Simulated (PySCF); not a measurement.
BH3: umbrella–stretch map

These are results of PBE0 in PySCF with B def2-TZVP, H def2-TZVP; no relativity; density-fitted integrals, not measurements.

Rigid scan from the singlet minimum (B–H 1.193 Å (×3); H–B–H 120.0° (×3)). Coordinate: rows: all bonds scaled; columns: angle to the threefold axis. Energies in kJ/mol from the minimum.

**Question.** Give the energy map for rows 0.95, 0.98, 1.00, 1.03, 1.07 and columns 60, 66, 72, 78, 84, 90.

**Answer.** 
| scale \ angle | 60 | 66 | 72 | 78 | 84 | 90 |
| --- | --- | --- | --- | --- | --- | --- |
| 0.95 | 238.2 | 156.6 | 93.8 | 49.3 | 22.6 | 13.8 |
| 0.98 | 223.2 | 142.8 | 80.9 | 37.0 | 10.8 | 2.1 |
| 1.00 | 218.9 | 139.3 | 78.0 | 34.6 | 8.6 | 0.0 |
| 1.03 | 219.7 | 141.2 | 80.9 | 38.2 | 12.7 | 4.2 |
| 1.07 | 232.1 | 155.3 | 96.3 | 54.6 | 29.7 | 21.5 |

**Question.** And the size of the dipole moment (D) on the same grid?

**Answer.** 
| scale \ angle | 60 | 66 | 72 | 78 | 84 | 90 |
| --- | --- | --- | --- | --- | --- | --- |
| 0.95 | 1.25 | 1.04 | 0.80 | 0.54 | 0.27 | 0.00 |
| 0.98 | 1.24 | 1.03 | 0.79 | 0.53 | 0.27 | 0.00 |
| 1.00 | 1.23 | 1.02 | 0.78 | 0.53 | 0.27 | 0.00 |
| 1.03 | 1.21 | 1.00 | 0.77 | 0.52 | 0.26 | 0.00 |
| 1.07 | 1.18 | 0.98 | 0.75 | 0.51 | 0.26 | 0.00 |

The bond scale of lowest energy on the grid is 1.00 at 60°, 1.00 at 66°, 1.00 at 72°, 1.00 at 78°, 1.00 at 84°, 1.00 at 90°.

Other isomers or separated fragments may lie lower.
